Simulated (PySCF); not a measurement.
C6H6 (charge +1 and doublet state).
Z-matrix (Å and degrees, PBE0-D3(BJ)/def2-SVP geometry), rows numbered from 1:
```
C 
C   1  1.3541
C   2  1.4330  1  133.85
C   3  1.4221  2   92.17  1   179.63
C   4  1.4331  3   92.14  2     0.08
C   5  1.3542  2  138.26  1     0.45
H   1  1.0932  2  121.57  3  -179.75
H   1  1.0936  2  120.36  3     0.24
H   3  1.0936  2  134.18  1    -0.45
H   4  1.0936  3  133.67  2  -179.80
H   6  1.0932  5  121.52  2    -0.04
H   6  1.0936  5  120.41  2   179.93
```

The hyperfine couplings belong to this conformer and change with its torsions.

Identity: `C=C1C=C[C]1[CH2+]` [radical] (charge +1).

Computed with UKS B3LYP, IGLO-III on C, pcH-1 on H, non-relativistic, mean-field spin-orbit, GIAO in PySCF. Geometry: PBE0-D3(BJ)/def2-SVP, one conformer, isolated ion. The SCF solution wasn't tested for stability. No frequencies were computed at this geometry's level, so the symmetric structure isn't shown to be a minimum.

**Question.** What is the g tensor, term by term?

**Answer.** 
```csv
Δg (ppm),1,2,3
relativistic mass correction,-135,-135,-135
gauge correction,10,41,34
orbital Zeeman/spin–orbit,-3,11,1076
total,-127,-82,976
```

So g = 2.00219, 2.00224, 2.00329 and g_iso = 2.00257; the tensor is close to axial: the two nearest values differ by 4 % of g3 − g1. Axes: g1 is normal to the molecular plane, g2 points within 3° of the C4–C5 bond and g3 points within 1° of the C3–C4 bond.

**Question.** What effective moment and Curie constant follow for a powder?

**Answer.** With the mean of g² = 4.0103 and S(S+1) = 0.75: μ_eff = √(⟨g²⟩S(S+1)) = 1.734 μB and χT = 0.12505·⟨g²⟩·S(S+1) = 0.376 cm³ K/mol (cgs; spin-Hamiltonian part alone).

**Question.** How much does each term add to the isotropic shift?

**Answer.** The orbital-Zeeman/spin–orbit term 362, the mass correction -135 and the gauge correction 28 ppm, for a total of 255 ppm. The orbital-Zeeman/spin–orbit term is the largest in size. The mass correction is the same along every axis, so the anisotropy comes from the other two: their spans along these axes are 31 (gauge) and 1079 ppm (orbital Zeeman/spin–orbit).

**Question.** In a frozen sample, at which fields do the three g values resonate at 9.5, 34, 94 and 263 GHz (hyperfine left aside), and which band first spreads them over more than twice a line width of 0.5 mT?

**Answer.** 
```csv
band,GHz,B(g3) mT,B(g2) mT,B(g1) mT,spread mT
X,9.5,338.82,339.00,339.01,0.19
Q,34.0,1212.61,1213.25,1213.28,0.67
W,94.0,3352.52,3354.29,3354.37,1.85
J,263.0,9379.92,9384.88,9385.09,5.17
```

The spread grows in proportion to the frequency. W band is the first where it exceeds 1.0 mT.

Largest spin populations (Mulliken): C6 (+0.29), C1 (+0.29), C4 (+0.27) and C3 (+0.27). Four atoms exceed +0.15.

The HOMO–LUMO gaps are 4.72 eV among the α and 2.08 eV among the β orbitals.

The SMILES draws the unpaired electron on C5; the largest computed Mulliken spin population is on C6 (0.29 against -0.02).
